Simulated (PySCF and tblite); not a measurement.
The numbers below are computed, except where a source is named.
System: C₄H₆, numbered as in [CH2:1]=[CH:2][CH:3]=[CH2:4].

Motion: rotation about the C2–C3 bond (torsion C1–C2–C3–C4 from 180° to 344°, rising). GFN2-xTB gives an electronic barrier of 5.4 kcal/mol and a reaction energy of 2.1 kcal/mol.

**Question.** What does BHandHLYP/pcSseg-1 + D3(BJ) give on GFN2-xTB geometries?

**Answer.** A barrier of 6.6 kcal/mol, 1.2 above the tight-binding barrier (from unrounded values), a reaction energy of 3.5 kcal/mol and, with GFN2-xTB thermal terms, ΔG‡(298 K) = 6.5 kcal/mol and k = 2.3×10⁸ s⁻¹ (2 equivalent paths).

Programs: tblite and PySCF.
